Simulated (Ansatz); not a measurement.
# HCO⁺, singlet in cc-pVDZ: errors against RCCSDTQ

Geometry: that of the HCO, doublet, kept fixed.

```yaml
atoms:
  - { symbol: O, position_ang: [0.0000, 0.0746, 0.5425] }
  - { symbol: C, position_ang: [0.0000, -0.1522, -0.6041] }
  - { symbol: H, position_ang: [0.0000, 0.6297, -1.4126] }
```

Basis cc-pVDZ; Ansatz 0.2.0. Only valence electrons are correlated (noble-gas cores frozen), which leaves 10 electrons in 31 orbitals. R marks a restricted (for open shells ROHF) determinant, U an unrestricted one. Active spaces: valence = (10e, 9o) chosen from the atoms' valence shells.

Full CI isn't at hand for all of this; RCCSDTQ serves as the reference, and is uncertain by the last step of the cluster series or more. The frozen core follows each run's orbitals, which can shift R against U totals by a few meV.

Unrestricted rows (U) aren't spin-pure: their determinants' ⟨S²⟩ exceeds S(S+1) by up to 0.43, so they mix in states of higher spin.

* UHF ⟨S²⟩: 0.430
* T1 diagnostic (RCCSD): 0.0252
* largest doubles amplitude (RCCSD): 0.133

```tsv
level	E − E(RCCSDTQ) (kJ/mol)	share of correlation (%)	wall time
RHF	896.2	0.00	–
UHF	876.7	2.18	0.18 s
RMP2	44.3	95.06	–
CISD	106.3	88.13	0.36 s
RCCSD	43.5	95.15	–
RCCSD(T)	5.2	99.42	0.48 s
BCCD(T)	5.3	99.41	0.4 s
RCCSDT	4.0	99.55	–
RCCSDT(Q)	-1.0	100.12	2.1 s
CASSCF (valence space)	408.2	54.45	–
NEVPT2 (valence space)	73.2	91.83	2.1 s
MRCISD (valence space)	16.8	98.13	–
MRCISD+Q (valence space)	1.4	99.84	3.5 s
```

The correlation energy at RCCSDTQ, counted from RHF, is -9.288 eV. That run took 20 s on 2 threads of AMD EPYC 7R13 with a shared H100 80 GB, shared host.

Times hold each run's SCF and search for its determinant on a shared host, so for small cases they say little of a method's own cost; they ran on 1 thread of AMD EPYC 7R13. Some runs computed forces too.

Natural occupations of CASSCF (valence space) about the gap: 1.996 1.980 1.970 1.935 1.910 0.097 0.068 0.024 0.019; effectively unpaired electrons, Σ n²(2−n)², 0.11.
